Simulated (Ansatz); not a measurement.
Cost and result for the atomization energy of C2H5FO2 (`OC(O)CF`) (10 atoms, 9 bonds).

Cartesian coordinates in Å:
```
O -1.186 -0.807 -0.503
C -0.008 -0.064 -0.525
O -0.244 1.294 -0.765
C 0.742 -0.170 0.785
F -0.126 0.100 1.828
H -1.656 -0.569 0.305
H 0.605 -0.506 -1.322
H -0.808 1.356 -1.541
H 1.561 0.551 0.820
H 1.120 -1.186 0.917
```

Charge 0, multiplicity 1. The geometry is a stationary point of PBE0-D4/def2-TZVP. It is one conformer, not always the lowest. Program: Ansatz. All runs use 4 threads of an Arm Neoverse V1 on a shared host. Times are those of one run each, without the atoms' runs, and a repeat can differ threefold. Electronic energies, without spin–orbit coupling; frozen cores. CCSD(T)/CBS adds CCSD(T) − MP2 in def2-TZVPP to the MP2 limit, and its time is that of the two runs behind it. T1 = 0.011. B3LYP takes the VWN-RPA correlation (the form of Gaussian; ORCA's B3LYP/G).

CCSD(T)/CBS is a level of theory with its own doubt, some kJ/mol a heavy atom from the limit and from the frozen cores, so smaller differences don't rank the functionals.

```json
{"level": "PBE-D4/def2-TZVPP (with forces)", "functions": "225", "wall time": "1.9 s"}
{"level": "PBE0-D4/def2-TZVPP", "functions": "225", "wall time": "2 s"}
{"level": "B3LYP-D4/def2-TZVPP (with forces)", "functions": "225", "wall time": "3.2 s"}
{"level": "r2SCAN-D4/def2-TZVPP (with forces)", "functions": "225", "wall time": "3.7 s"}
{"level": "B2PLYP/def2-TZVPP", "functions": "225", "wall time": "3.8 s"}
{"level": "ωB97X-V/def2-TZVPP", "functions": "225", "wall time": "5.5 s"}
{"level": "ωB97M-V/def2-TZVPP (with forces)", "functions": "225", "wall time": "8 s"}
{"level": "MP2/def2-QZVPP", "functions": "435", "wall time": "26 s"}
{"level": "CCSD(T)/def2-TZVPP", "functions": "225", "wall time": "2 min"}
{"level": "CCSD(T)/CBS(def2)", "functions": "–", "wall time": "2.5 min"}
```

Q: What atomization energy does each give, and how far from CCSD(T)/CBS? (An estimate is asked.)

A: Computed: 
| level | atomization (kcal/mol) | difference from CCSD(T)/CBS | per bond |
| --- | --- | --- | --- |
| PBE-D4/def2-TZVPP (with forces) | 953.2 | 25.9 | 2.9 |
| PBE0-D4/def2-TZVPP | 926.1 | -1.2 | -0.1 |
| B3LYP-D4/def2-TZVPP (with forces) | 921.7 | -5.6 | -0.6 |
| r2SCAN-D4/def2-TZVPP (with forces) | 927.2 | -0.1 | 0.0 |
| B2PLYP/def2-TZVPP | 914.7 | -12.6 | -1.4 |
| ωB97X-V/def2-TZVPP | 926.7 | -0.6 | -0.1 |
| ωB97M-V/def2-TZVPP (with forces) | 928.5 | 1.2 | 0.1 |
| MP2/def2-QZVPP | 940.6 | 13.3 | 1.5 |
| CCSD(T)/def2-TZVPP | 901.4 | -25.9 | -2.9 |
| CCSD(T)/CBS(def2) | 927.3 | 0.0 | 0.0 |

From PBE to PBE0 (25 % exact exchange), in def2-TZVPP and without D4, the atomization energy moves by −26.5 kcal/mol: exact exchange takes away binding that semilocal exchange gives to molecules. In def2-TZVPP, CCSD(T) changes the Hartree–Fock value by +261.2 kcal/mol (the triples alone add +15.8 kcal/mol) and MP2 by +285.2 kcal/mol; breaking electron pairs costs correlation energy, which Hartree–Fock lacks. The D4 term adds +5.4 kcal/mol with B3LYP and +2.8 kcal/mol with PBE0; it sums over pairs of atoms, weighted by their polarisabilities, and B3LYP, whose exchange is more repulsive, gets the larger term.
